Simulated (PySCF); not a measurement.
Gas-phase reaction: 2 HSiNH₂ = NH₂ + 2 SiH₂ + N

Computed with PySCF and rigid-rotor harmonic-oscillator thermochemistry at 1 bar. † marks an energy on the PBE0/def2-TZVP geometry and frequencies. CCSD(T) freezes the core. Open shells (unrestricted): NH₂ (multiplicity 2), N (multiplicity 4); the rest are closed-shell singlets. HSiNH₂: computed as isolated molecules; such fragments, hydroxides, amides, oligomers or adducts are transient or little studied in the gas. CCSD(T) isn't extrapolated to the basis-set limit; its ΔH°(298 K) is 875.0 kJ in def2-SVP and 927.3 kJ in def2-TZVPP. The harmonic model lacks anharmonicity and excited electronic states, which grow with temperature; levels with a mode under 35 cm⁻¹ are left out. Internal rotation in HSiNH₂ is treated as a harmonic vibration of one conformer, which makes the entropy rough.

```json
[
 {"level": "CCSD(T)/def2-SVP†", "ΔE electronic, kJ": "926", "ΔH°(298 K), kJ": "875", "ΔS°(298 K), J/K": "272", "ΔG°(1200 K), kJ": "542"},
 {"level": "M06-2X/def2-TZVP†", "ΔE electronic, kJ": "1037", "ΔH°(298 K), kJ": "986", "ΔS°(298 K), J/K": "272", "ΔG°(1200 K), kJ": "653"},
 {"level": "PBE/def2-TZVP†", "ΔE electronic, kJ": "1071", "ΔH°(298 K), kJ": "1020", "ΔS°(298 K), J/K": "272", "ΔG°(1200 K), kJ": "687"},
 {"level": "r2SCAN/def2-TZVP†", "ΔE electronic, kJ": "1017", "ΔH°(298 K), kJ": "967", "ΔS°(298 K), J/K": "272", "ΔG°(1200 K), kJ": "633"},
 {"level": "ωB97X-V/def2-TZVP†", "ΔE electronic, kJ": "1028", "ΔH°(298 K), kJ": "977", "ΔS°(298 K), J/K": "272", "ΔG°(1200 K), kJ": "644"}
]
```
ΔH° is lowest at CCSD(T)/def2-SVP† and highest at PBE/def2-TZVP†. No reference value is set beside these.
